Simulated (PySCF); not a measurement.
# Working with the constants of NaCl⁻

UHF-CCSD(T) constants of NaCl⁻, ²Σ⁺ (doublet), unpaired electrons σ ↑ (Na aug-cc-pVDZ-DK, Cl aug-cc-pVDZ-DK; spin-free X2C with a Gaussian nucleus (PySCF 2.14); masses 22.9898 and 34.9689 u):

| Property | Result |
| --- | --- |
| ωe | 252.7 cm⁻¹ |
| ωexe | 1.96 cm⁻¹ |
| Be | 0.18736 cm⁻¹ |
| αe | 0.00208 cm⁻¹ |
| D (centrifugal) | 4.12e-07 cm⁻¹ |

Question: Give the vibrational terms G(v) and spacings up to v = 6.

Answer: G(v) = ωe(v+½) − ωexe(v+½)².

| v | G(v) (cm⁻¹) | G(v) − G(v−1) | Bv (cm⁻¹) |
| --- | --- | --- | --- |
| 0 | 125.9 |  | 0.1863 |
| 1 | 374.6 | 248.8 | 0.1842 |
| 2 | 619.5 | 244.9 | 0.1822 |
| 3 | 860.4 | 240.9 | 0.1801 |
| 4 | 1097.5 | 237.0 | 0.1780 |
| 5 | 1330.6 | 233.1 | 0.1759 |
| 6 | 1559.7 | 229.2 | 0.1738 |

Correlated steps freeze 6 core orbitals. The state is the lowest determinant that a PBE0 search found; another state may lie lower at other levels.
